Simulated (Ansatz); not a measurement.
Elements on the sites of an ideal rock salt lattice, at a guessed lattice constant:

```xyz
20
Lattice="2.2150 2.2150 4.4301 -2.2150 -2.2150 4.4301 6.6451 -4.4301 2.2150" Properties=species:S:1:pos:R:3 pbc="T T T"
N     4.4301   -2.2150    8.8602
N     6.6451   -2.2150    6.6451
N     4.4301   -4.4301    6.6451
N     0.0000    0.0000    6.6451
N     0.0000   -2.2150    4.4301
N     2.2150   -2.2150    2.2150
N     2.2150   -2.2150    6.6451
N     4.4301   -2.2150    4.4301
N     0.0000    0.0000    2.2150
N     2.2150    0.0000    4.4301
Sc    4.4301   -2.2150    2.2150
Sc    4.4301   -4.4301    4.4301
Sc    6.6451   -2.2150    4.4301
Sc    2.2150    0.0000    2.2150
Sc    0.0000    0.0000    4.4301
Sc    2.2150    0.0000    6.6451
V     2.2150   -2.2150    4.4301
V     4.4301    0.0000    4.4301
V     4.4301   -2.2150    6.6451
Cr    0.0000    0.0000    0.0000
```

Cell and atoms were relaxed without symmetry on coarser meshes and computed once more. All numbers below come from Ansatz 0.2.0, DFT PBE, scalar-relativistic, plane waves, PAW.

Settings: cutoff 420 eV, Γ-centred mesh 7×7×5 on the computed 20-atom cell, Gaussian smearing of 0.10 eV; collinear spin from starting moments 0 0 0 0 0 0 0 0 0 0 0 0 0 0 0 0 1.02 -1.13 0.64 -2.41 μB.

The relaxation ran on 3×3×2 (shifted) and then 4×4×3 k points with a smearing of 0.1 eV, from sites shaken by 0.02 Å.

Q: What does the relaxation give?

A: A volume of 10.33 Å³/atom and no gap on the mesh. It lies 1.44 eV/atom below the elements' standard states (static lattices, no corrections for gases). The atoms leave their sites by 0.06 Å (root mean square) and 0.12 Å at most, and the cell stretches by up to 0.4 % at fixed volume. One magnetic start was tried.

```yaml
crystal:
  lattice:
    - [2.17621, 2.17561, 4.33741]
    - [-2.17685, -2.17774, 4.33880]
    - [6.55621, -4.38067, 2.16965]
  atoms:
    - { symbol: N, position: [0.95199, 0.74235, 0.59049] }
    - { symbol: N, position: [0.85147, 0.24972, 0.79978] }
    - { symbol: N, position: [0.35159, 0.74896, 0.79969] }
    - { symbol: N, position: [0.75395, 0.75524, 0.00053] }
    - { symbol: N, position: [0.13728, 0.75954, 0.20573] }
    - { symbol: N, position: [0.04202, 0.25970, 0.40652] }
    - { symbol: N, position: [0.55403, 0.73933, 0.40641] }
    - { symbol: N, position: [0.46031, 0.25630, 0.59043] }
    - { symbol: N, position: [0.24808, 0.24358, 0.00055] }
    - { symbol: N, position: [0.65951, 0.23916, 0.20578] }
    - { symbol: Sc, position: [0.20037, 0.99946, 0.60192] }
    - { symbol: Sc, position: [0.10308, 0.49939, 0.79657] }
    - { symbol: Sc, position: [0.60300, 0.99949, 0.79654] }
    - { symbol: Sc, position: [0.39851, 0.99934, 0.20562] }
    - { symbol: Sc, position: [0.50014, 0.49940, 0.00230] }
    - { symbol: Sc, position: [0.90055, 0.49926, 0.20144] }
    - { symbol: V, position: [0.29813, 0.49941, 0.40655] }
    - { symbol: V, position: [0.79976, 0.99882, 0.40283] }
    - { symbol: V, position: [0.70921, 0.49965, 0.58451] }
    - { symbol: Cr, position: [0.00115, 0.99938, 0.00026] }
```

Cost: 2 runs of about 19 core-minutes in all (earlier runs that led there not counted), on Intel Xeon 6975P-C (Granite Rapids) (shared hosts).